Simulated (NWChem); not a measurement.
# dimethyl sulfide (C$_{2}$H$_{6}$S); SMILES CSC

```xyz
9

C     -1.3791     0.0000    -0.5069
S      0.0000     0.0000     0.6547
C      1.3791     0.0000    -0.5069
H     -1.3742    -0.8990    -1.1429
H     -2.3023     0.0000     0.0896
H     -1.3742     0.8990    -1.1429
H      1.3742    -0.8990    -1.1429
H      2.3023     0.0000     0.0896
H      1.3742     0.8990    -1.1429
```
Atoms are numbered in this order, from 1.

STO-3G and 3-21G are far too small for this property and stand as cheap habits. All runs use the structure optimised with PBE0/def2-SVP.

Symmetry labels are those of C2v in the frame above (b1 and b2, or b-type labels, depend on it).

### Question
List the 4 lowest vertical singlet excitations from PBE/3-21G, TDA (NWChem).

### Answer
```json
[
 {"state": "S1", "energy (eV)": "6.19", "oscillator strength": "0.000", "symmetry": "a2", "leading excitation (squared amplitude)": "HOMO → LUMO (1.00)"},
 {"state": "S2", "energy (eV)": "7.41", "oscillator strength": "0.001", "symmetry": "b2", "leading excitation (squared amplitude)": "HOMO → LUMO+2 (0.64)"},
 {"state": "S3", "energy (eV)": "7.69", "oscillator strength": "0.015", "symmetry": "b2", "leading excitation (squared amplitude)": "HOMO → LUMO+1 (0.64)"},
 {"state": "S4", "energy (eV)": "8.14", "oscillator strength": "0.012", "symmetry": "b2", "leading excitation (squared amplitude)": "HOMO → LUMO+3 (1.00)"}
]
```
